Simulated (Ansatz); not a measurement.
**The cluster Pd3Au: geometry, orbitals and charge**

Aim: characterise the cluster Pd3Au as a doublet: its structure, frontier levels and distribution of charge and spin.

The runs use Ansatz 0.2.0, Gaussian basis; UKS PBE0-D4/def2-TZVP.

The runs, in order: relaxation at B3LYP-D4/def2-SVP; a search for the lowest solution at PBE0-D4/def2-SVP; a single point at PBE0-D4/def2-TZVP; harmonic vibrations at B3LYP-D4/def2-SVP.

3 further runs of the same task are left out: 2 that didn't finish, 1 set aside as unsound or not needed.

**1. The system as given**

4 atoms, charge 0, spin multiplicity 2.

Atoms are counted from 1 here; the program's logs count them from 0.

Bond lengths: Pd1–Pd2 2.557 Å, Pd1–Pd3 2.559 Å, Pd1–Au4 2.684 Å, Pd2–Pd3 2.558 Å, Pd2–Au4 2.683 Å, Pd3–Au4 2.682 Å. Angles: Pd2–Pd1–Pd3 60.0°, Pd2–Pd1–Au4 61.5°, Pd3–Pd1–Au4 61.5°, Pd1–Pd2–Pd3 60.0°, Pd1–Pd2–Au4 61.6°, Pd3–Pd2–Au4 61.5°, Pd1–Pd3–Pd2 60.0°, Pd1–Pd3–Au4 61.5°, Pd2–Pd3–Au4 61.5°, Pd1–Au4–Pd2 56.9°, Pd1–Au4–Pd3 57.0°, Pd2–Au4–Pd3 56.9°.

Au, Pd take a core potential in the def2 sets. No spin-orbit coupling is included.

The start is a GFN1-xTB geometry.

**2. Relaxation at B3LYP-D4/def2-SVP**

Contents of in.yaml:

```yaml
crystal:
  periodic: [false, false, false]
  atoms:
    - {symbol: Pd, position_ang: [-1.307990, 0.860430, 0.210640]}
    - {symbol: Pd, position_ang: [1.162130, 0.659460, 0.841490]}
    - {symbol: Pd, position_ang: [0.396190, 0.071790, -1.527130]}
    - {symbol: Au, position_ang: [-0.250320, -1.591680, 0.475000]}
basis:
  gaussian: {orbitals: def2-SVP}
magnetization: {spin_polarized: true, initial_magnetization: 1}
hamiltonian: {xc: {name: B3LYP}, dispersion: d4}
scf: {lower_state_search: "off"}
output: {orbitals: {seedname: orbitals}}
relax: {f_tol: 0.02, max_steps: 100}
```

Started as:

```
$ ansatz run in.yaml --threads 2 --pin off --events-out ev --progress --plain --max-ram 4352MiB
```

The runs that follow: Searching for the lowest solution, PBE0-D4/def2-SVP; Single point, PBE0-D4/def2-TZVP; Vibrations by finite differences.

Q: Predict the results of all the runs planned. Wanted: point group; commonest bond; HOMO, LUMO at PBE0-D4/def2-TZVP; ⟨S²⟩; dipole at B3LYP-D4/def2-SVP; lowest, highest wavenumber.

**Answer**, as computed:

```
                                         quantity                            value
                                      point group                              C3v
                                   commonest bond  Pd–Pd, 3 of mean length 2.639 Å
HOMO, LUMO at PBE0-D4/def2-TZVP (over both spins)                  -5.38, -2.80 eV
                                             ⟨S²⟩                            0.782
                      dipole at B3LYP-D4/def2-SVP                           0.81 D
                       lowest, highest wavenumber                     78, 208 cm⁻¹
```

In words: The molecule keeps its bonding pattern by the stored test; the atoms moved 0.04 Å (rms). All wavenumbers are real: a minimum at this level. Whether this spin is the lowest isn't tested here.
